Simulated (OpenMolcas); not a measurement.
**How methods differ on BN (SMILES B#N)**

BN: 2 atoms, total charge 0, spin state triplet. As SMILES, `B#N`. The coordinates come from a GFN2-xTB relaxation.

```xyz
2

B     0.0000    0.0000    0.0000
N     0.0000    0.0000    1.2684
```

Each level gives the energy change with the B1–N2 bond stretched from 1.268 to 1.903 Å (eV). The values are calculated.

```json
{"level": "ROHF/STO-3G", "kind": "Hartree–Fock", "program": "OpenMolcas", "value (eV)": "1.66", "less FCI/STO-3G": "-0.36", "CPU time (all runs)": "4.5 s"}
{"level": "USVWN5/STO-3G", "kind": "LDA", "program": "OpenMolcas", "value (eV)": "2.76", "less FCI/STO-3G": "+0.74", "CPU time (all runs)": "7.5 s"}
{"level": "UPBE/STO-3G", "kind": "GGA", "program": "OpenMolcas", "value (eV)": "2.39", "less FCI/STO-3G": "+0.37", "CPU time (all runs)": "7.8 s"}
{"level": "U-r2SCAN/STO-3G", "kind": "meta-GGA", "program": "OpenMolcas", "value (eV)": "2.51", "less FCI/STO-3G": "+0.49", "CPU time (all runs)": "9.7 s"}
{"level": "UM06-2X/STO-3G", "kind": "hybrid meta-GGA", "program": "OpenMolcas", "value (eV)": "2.33", "less FCI/STO-3G": "+0.31", "CPU time (all runs)": "9.6 s"}
{"level": "ROCCSD(T)/STO-3G", "kind": "coupled cluster or CI", "program": "OpenMolcas", "value (eV)": "2.02", "less FCI/STO-3G": "0.00", "CPU time (all runs)": "4.8 s"}
{"level": "FCI/STO-3G", "kind": "exact in the basis", "program": "OpenMolcas", "value (eV)": "2.02", "less FCI/STO-3G": "0.00", "CPU time (all runs)": "3.6 s"}
```

FCI/STO-3G is exact within its basis and frozen core, so for wave-function methods in that basis the difference is their error; functionals converge differently with the basis, so for them it is only a difference. The first shape isn't each level's own minimum. The values span 1.66 to 2.76 eV. All rows use very small basis sets, so even the best lies far from the true value. CPU times are rough (shared hosts, several kinds of processor): they show what a rung costs within a factor of a few.
